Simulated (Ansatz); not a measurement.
# SiH₂ (singlet): the correlation ladder at angle H2–Si1–H3 = 124.0°, cc-pVDZ

Aim: climb from Hartree-Fock through coupled cluster and multireference methods for SiH₂ (singlet) at one geometry and basis, and see what each rung misses.

Computed with Ansatz 0.2.0, Gaussian basis. Level: cc-pVDZ, core rule «outside noble gas», up to 5 orbitals frozen.

To be run: UHF; CCSD(T) on RHF; CCSD(T) on UHF; BCCD(T) on RHF; CISD; CCSDT(Q) on RHF; CCSDT(Q) on UHF; CCSDTQ on RHF; CASSCF and MRCISD+Q, 2 electrons in 2 orbitals; CASSCF and NEVPT2, 2 electrons in 2 orbitals; CASSCF and MRCISD+Q, 6 electrons in 6 orbitals; CASSCF and NEVPT2, 6 electrons in 6 orbitals; Full CI.

9 further runs of the same task are left out: 1 for a mislabelled method, 7 that didn't finish, 1 set aside as unsound or not needed.

## 1. What is computed

The geometry derives from a PBE0/def2-TZVP stationary point (not a proven minimum). One angle is set to the value named; bond lengths are kept.

3 atoms, charge 0, spin multiplicity 1.

Atoms are counted from 1 here; the program's logs count them from 0.

Bond lengths: Si1–H2 1.526 Å, Si1–H3 1.526 Å. Angles: H2–Si1–H3 124.0°.

## 2. UHF

in.yaml reads:

```yaml
crystal:
  periodic: [false, false, false]
  atoms:
    - {symbol: Si, position_ang: [0.000000, -0.047963, 0.000000]}
    - {symbol: H, position_ang: [0.000000, 0.668233, -1.346969]}
    - {symbol: H, position_ang: [0.000000, 0.668233, 1.346969]}
basis:
  gaussian: {orbitals: cc-pVDZ}
magnetization: {spin_polarized: true, initial_magnetization: 0}
hamiltonian: {xc: hf}
output: {orbitals: {seedname: orbitals}}
```

Started as:

```console
$ ansatz run in.yaml --threads 1 --pin off --events-out ev --progress --plain --max-ram 2393MiB
```

After this run come: CCSD(T) on RHF; CCSD(T) on UHF; BCCD(T) on RHF; CISD; CCSDT(Q) on RHF; CCSDT(Q) on UHF; CCSDTQ on RHF; CASSCF and MRCISD+Q, 2 electrons in 2 orbitals; CASSCF and NEVPT2, 2 electrons in 2 orbitals; CASSCF and MRCISD+Q, 6 electrons in 6 orbitals; CASSCF and NEVPT2, 6 electrons in 6 orbitals; Full CI.

**Question.** What will the summary of the whole plan be? Wanted: FCI below the RHF energy; RMP2 from FCI; UMP2 from FCI; RCCSD from FCI; RCCSD(T) from FCI; UCCSD(T) from FCI; RCCSDT(Q) from FCI; UCCSDT(Q) from FCI; NEVPT2 pair from FCI.

**Answer**, as computed:

| quantity | value |
| --- | --- |
| FCI below the RHF energy | -3.2912 eV |
| RMP2 from FCI | +891.6 meV |
| UMP2 from FCI | +850.3 meV |
| RCCSD from FCI | +90.7 meV |
| RCCSD(T) from FCI | +23.6 meV |
| UCCSD(T) from FCI | +42.9 meV |
| RCCSDT(Q) from FCI | +0.7 meV |
| UCCSDT(Q) from FCI | +1.4 meV |
| NEVPT2 pair from FCI | +757.3 meV |
| NEVPT2 valence from FCI | +625.7 meV |
| MRCISD+Q valence from FCI | +15.7 meV |
| levels within 1 kcal/mol (43 meV) | RCCSD(T), UCCSD(T), BCCD(T), RCCSDT, UCCSDT, RCCSDT(Q), UCCSDT(Q), RCCSDTQ, MRCISD+Q valence |
| T1 diagnostic | 0.014 |
| effectively unpaired electrons | 0.12 |

What this shows: RCCSD(T) misses by +23.6 meV, 0.7 % of the correlation energy. One determinant dominates. Of the multireference levels listed MRCISD+Q valence comes nearest in total energy (+15.7 meV), which doesn't show that its space is the better one. These misses are within one basis, not against nature.
